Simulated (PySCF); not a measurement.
# CH5BS: the cost of one run

Computed with PySCF 2.14.0 and routines of our own; the level stands in each step. Atoms count from 0.

## (1) The starting structure

8 atoms, charge -1, multiplicity 2; geometry from: GFN2-xTB.

## (2) Open-shell or spin-flip excitations: unrestricted TDDFT CAM-B3LYP/def2-SVPD in tetrahydrofuran

Job settings and geometry (Å):

```
{"job": {"kind": "uabs", "xc": "CAM-B3LYP", "basis": "def2-SVPD", "nstates": 10, "tda": false, "solvent": "tetrahydrofuran", "pol": false}, "charge": -1, "multiplicity": 2}
B      1.691105    -0.111814     0.302474
S      0.219716    -0.172397     1.257252
C     -1.418781     0.094063    -0.201012
H      1.938167    -0.950180    -0.511589
H      2.486390     0.759786     0.481225
H     -1.303908     1.095140    -0.594222
H     -1.264892    -0.667376    -0.952673
H     -2.338739    -0.037810     0.349460
```

Level: unrestricted TDDFT CAM-B3LYP/def2-SVPD, vertical, IEF-PCM tetrahydrofuran (non-equilibrium linear response), core orbitals frozen in the response.

The run is started by

```console
OMP_NUM_THREADS=1 python excited_run.py task.json out
```

This one command runs all jobs of the session in turn.

Q: Estimate the wall time and peak memory of this first job on 1 thread of AMD EPYC 9R45, shared host.

About 5.3 s, with a peak of 0.47 GiB.
